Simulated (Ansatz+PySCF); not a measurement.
**singlet CH₃F: levels of theory in one basis**

```xyz
5

C     0.0000    0.0000   -0.6187
F     0.0000    0.0000    0.7447
H     0.0000   -1.0360   -0.9966
H    -0.8972    0.5180   -0.9966
H     0.8972    0.5180   -0.9966
```

Basis set: def2-SVP (spherical functions). Correlated methods keep 2 orbitals frozen. Charge 0, multiplicity 1.

Computed with Ansatz (development build ahead of 0.2.0); each method stands on the lowest determinant of its kind that the runs found. NEVPT2 correlates all electrons. Active spaces start from the frontier orbitals, and the lowest solution found is given.

```json
{"method": "RHF", "E − E(RHF) (eV)": "0.00", "<S²> of the determinant": "0.00"}
{"method": "RHF-MP2", "E − E(RHF) (eV)": "-9.04", "<S²> of the determinant": "–"}
{"method": "RHF-CCSD", "E − E(RHF) (eV)": "-9.63", "<S²> of the determinant": "–"}
{"method": "RHF-CCSD(T)", "E − E(RHF) (eV)": "-9.80", "<S²> of the determinant": "–"}
{"method": "CASSCF(2,2)", "E − E(RHF) (eV)": "-0.64", "<S²> of the determinant": "–"}
```

(1) What does SC-NEVPT2(2,2) give on the same scale?

(2) Is a single determinant a sound starting point here?

Results:

(1) -9.14 eV. NEVPT2 here correlates all electrons, so it doesn't share the others' frozen core.

(2) By this sign, yes. Unrestricted orbitals gain 0.00 eV and <S²> is 0.00 against 0.00 for a pure state. The CASSCF(2,2) natural occupations are 1.98, 0.02.

Caution for CASSCF(2,2): other starts end on other solutions of this active space.
